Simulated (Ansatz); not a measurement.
## CH3Al (SMILES C[Al]): methods side by side

CH3Al: 5 atoms, total charge 0, spin state singlet. As SMILES, `C[Al]`. The shape was relaxed beforehand at wB97X-V/def2-SVP.

```xyz
5

C    -0.1279   -0.0561    0.0527
Al    1.5812    0.6929   -0.6507
H    -0.2328   -1.1359   -0.1729
H    -0.2070    0.0501    1.1528
H    -1.0134    0.4489   -0.3819
```

Quantity: the dissociation energy of the Al2–C1 bond into doublet Al and doublet CH3 (shapes relaxed at wB97X-V/def2-SVP, no zero-point term), in eV. The values are calculated.

```tsv
level	kind	program	value (eV)	less CCSD(T)/def2-TZVPP
HF/def2-TZVPP	Hartree–Fock	Ansatz	1.90	-1.16
SVWN5/def2-TZVPP	LDA	Ansatz	3.71	+0.65
PBE/def2-TZVPP	GGA	Ansatz	3.10	+0.04
PBE0-D4/def2-TZVPP	global hybrid	Ansatz	3.06	0.00
CAM-B3LYP/def2-TZVPP	range-separated hybrid	Ansatz	3.01	-0.05
B2PLYP/def2-TZVPP	double hybrid	Ansatz	3.03	-0.03
RPA@PBE/def2-TZVPP	RPA	Ansatz	2.89	-0.17
CCSD(T)/def2-TZVPP	coupled cluster or CI	Ansatz	3.06	0.00
```

Differences are taken from CCSD(T)/def2-TZVPP for orientation; it has basis-set and higher-order errors of its own. The values span 1.90 to 3.71 eV. Hartree–Fock misses the correlation of the electron pair that is broken and comes out low. Measured bond enthalpies also hold zero-point and thermal terms, a few tenths of an eV less.
